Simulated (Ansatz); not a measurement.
# CuAu: computed properties

All numbers below come from DFT PBEsol, scalar-relativistic, plane waves, PAW in Ansatz.

Cutoff 420 eV; k points 14×14×12 on the computed 2-atom cell (Γ-centred); Gaussian smearing, width 0.10 eV; no spin polarisation.

The structure is relaxed at this level of theory with its symmetry kept. Whether it is the stable form of this composition wasn't checked.

```xyz
2
Lattice="2.8343 0.0000 0.0000 0.0000 2.8343 0.0000 0.0000 0.0000 3.5383" Properties=species:S:1:pos:R:3 pbc="T T T"
Cu    1.4171    1.4171    1.7692
Au    0.0000    0.0000    0.0000
```

**Question.** Formation energy from the elements' standard states (uncorrected)?

**Answer.** -0.057 eV/atom.

**Question.** Density of states at the Fermi level?

**Answer.** 0.60 states/eV per cell.

**Question.** Löwdin character within 0.5 eV of the Fermi level?

**Answer.** Au 6s 24 %, Cu 3d 18 %, Au 5d 18 %, Cu 4s 16 %, unprojected 24 %.

**Question.** Bulk modulus?

**Answer.** 171 GPa.

**Question.** Its pressure derivative?

**Answer.** 5.3.

**Question.** Bader charges (e)?

**Answer.** Cu (1 in the cell) 0.32, Au (1 in the cell) -0.32.

Spin-orbit coupling is left out, which matters for the bands of heavy elements.

Cost: 9 runs of about 5.5 core-minutes in all, on Arm Neoverse V2 (shared hosts).